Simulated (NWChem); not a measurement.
# A calculation on allene (C$_{3}$H$_{4}$)

SMILES: C=C=C
```xyz
7

C      0.0000     0.0000     1.3078
C      0.0000     0.0000     0.0000
C      0.0000     0.0000    -1.3078
H      0.0000    -0.9368     1.8749
H      0.0000     0.9368     1.8749
H      0.9368     0.0000    -1.8749
H     -0.9368     0.0000    -1.8749
```
Charge 0, spin multiplicity 1.

All runs are NWChem calculations. The geometry was optimised at PBE0/def2-SVP, a minimum by its harmonic frequencies.

The correlated methods keep 3 core orbitals frozen.

Worked example. A B2PLYP run in 3-21G ends its self-consistent part (53 % exact exchange, 47 % B88, 73 % LYP) at -115.74447 Ha, and second-order perturbation theory on those orbitals gives -0.33595 Ha unscaled.

The perturbative term enters with the weight 0.27: -115.74447 + 0.27·(-0.33595) = -115.83518 Ha is the total energy.
